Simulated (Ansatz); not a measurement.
Reaction: BN2H4F (SMILES NB(N)F) → BNH2F (SMILES N[B]F, doublet) + NH2 (SMILES [NH2], doublet) (the B-N bond breaks)
Each species at its own B3LYP-D3(BJ)/def2-TZVP minimum (Ansatz, a program for electronic structure), one conformer.

Property: bond dissociation energy (electronic), in kJ/mol. UHF or UKS for unpaired electrons; spin-orbit terms are left out. CBS(X,Y): correlation extrapolated as X^-3, Hartree-Fock from the larger set. A bracket is a step between two methods taken in the basis named. Functionals run without relativity, which enters their misses. Double hybrids freeze cores in their MP2 part. 'core' is core correlation in cc-pwCVTZ, 'X2C' scalar relativity in cc-pVTZ-DK, both at CCSD(T).

CCSD(T)/CBS(cc-pVTZ,cc-pVQZ) + [CCSDT(Q) - CCSD(T)]/cc-pVDZ + core + X2C (Ansatz) gives 567.3 kJ/mol.

Task: How far off this value is PBE/def2-TZVPD (Ansatz), in which direction, and which of these levels come nearer: r2SCAN/def2-TZVPD, PBE0/def2-TZVPD, wB97M-V/def2-TZVPD, B2PLYP/def2-TZVPD, CCSD(T)/CBS(cc-pVTZ,cc-pVQZ) + core + X2C?

Result: PBE gives 543.5 kJ/mol, 23.8 kJ/mol below it. Differences of the others: r2SCAN/def2-TZVPD (Ansatz) -35.9; PBE0/def2-TZVPD (Ansatz) -21.8; wB97M-V/def2-TZVPD (Ansatz) 3.2; B2PLYP/def2-TZVPD (Ansatz) -17.3; CCSD(T)/CBS(cc-pVTZ,cc-pVQZ) + core + X2C (Ansatz) 0.5 kJ/mol. Nearer than PBE: PBE0/def2-TZVPD, wB97M-V/def2-TZVPD, B2PLYP/def2-TZVPD, CCSD(T)/CBS(cc-pVTZ,cc-pVQZ) + core + X2C.
